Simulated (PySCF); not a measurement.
# [PS3]-: breathing scan

Level of theory: PBE0/[P def2-TZVPD, S def2-TZVPD], no relativity, density fitting, PySCF.

Rigid scan from the singlet minimum (P–S 1.947 Å (×3); S–P–S 120.0° (×3)). Coordinate: all bonds to the central atom scaled together. Energies in kJ/mol from the minimum.

```
scale of all bonds to the centre  E (kJ/mol)
                            0.88       337.9
                            0.92       130.6
                            0.96        28.5
                            1.00         0.0
                            1.04        21.9
                            1.08        77.3
                            1.14       197.6
                            1.22       388.4
                            1.35       698.7
```

At long bonds a restricted determinant can lie too high, and another spin state can fall below this curve.

Other isomers or separated fragments may lie lower.

The scan took about 4 core-minutes on a shared host.
